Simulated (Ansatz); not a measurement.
Saddle point of BH3ClF, closed shell (BH₂Cl ([BH2][Cl]) + HF → BH₂F ([BH2][F]) + HCl; bonds formed: B1–F6, Cl2–H5; bonds broken: B1–Cl2, H5–F6), PBE0-D4/def2-TZVP structure:

B1  (-0.086, 0.290, -0.444)
Cl2  (0.858, -1.371, 0.208)
H3  (0.736, 1.095, -0.744)
H4  (-0.980, -0.042, -1.154)
H5  (0.048, -0.486, 1.150)
F6  (-0.576, 0.514, 0.984)
(Å)

Energies are electronic, without zero-point energy. Barriers and step energies count from the start structure reached by relaxing down the imaginary mode; all methods use the PBE0-D4 structures, on which another method's saddle can fall below an end. Computed with Ansatz 0.2.0 (basis: def2-TZVPP, with def2-QZVPP for the basis limit); correlated methods freeze the cores. B3LYP uses VWN-RPA correlation. Extrapolation: Hartree–Fock as exp(−7.88 √X), correlation as X^−2.97.

```tsv
method	barrier (kcal/mol)	step energy (kcal/mol)
SPW92	?	-9.01
PBE-D4	5.95	-9.42
BLYP-D4	9.62	-11.77
r2SCAN-D4	8.00	-10.21
B97M-V	12.58	-11.23
PBE0-D4	8.92	-9.65
B3LYP-D4	11.42	-11.84
r2SCAN0-D4	10.13	-10.21
BHLYP-D4	15.03	-12.26
CAM-B3LYP-D4	?	-12.37
wB97X-V	?	-10.95
wB97M-V	10.97	-10.76
B2PLYP	12.10	-11.45
PBE-QIDH	11.04	-9.79
RPA on PBE	11.80	-11.97
HF	25.24	-14.18
MP2	11.65	-9.90
CCSD	15.06	-11.50
CCSD(T)	12.88	-10.93
```

Fill in the withheld barriers. (To be estimated.)

By the calculation: CAM-B3LYP-D4 10.70; wB97X-V 11.44; SPW92 -2.17 kcal/mol. Each is the energy of the saddle less that of the start structure, by the same method.

For comparison, the barrier by CCSD(T) at an estimated basis limit (MP2 extrapolated from triple and quadruple zeta, plus CCSD(T) − MP2 in triple zeta) is 13.18 kcal/mol.

T1 diagnostic: at most 0.012.

Labels in which every atom is bracketed show which atoms are joined, not bond orders.

For scale, one of the runs: CCSD(T)/def2-TZVPP, 146 basis functions, launched by `ansatz run in.yaml --threads 2 --pin off --events-out ev --progress --plain --max-ram 4352MiB`. The run took 6.5 s on 2 CPU threads of an Arm Neoverse V2 (shared host), with 0.68 GiB of host memory at its peak.
